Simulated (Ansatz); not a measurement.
We consider 1T (CdI2-type) ZrSe2, described by PBE-D3(BJ) in Ansatz (PAW).

### Question
Predict the interlayer binding energy, layer repeat distance and gap between the layers.

### Answer

- interlayer binding energy = 28.7 meV/Å²
- layer repeat distance = 6.031 Å
- gap between the layers = 2.833 Å

The computed numbers hold no vibrational or temperature effects.

Ansatz is an electronic-structure program.
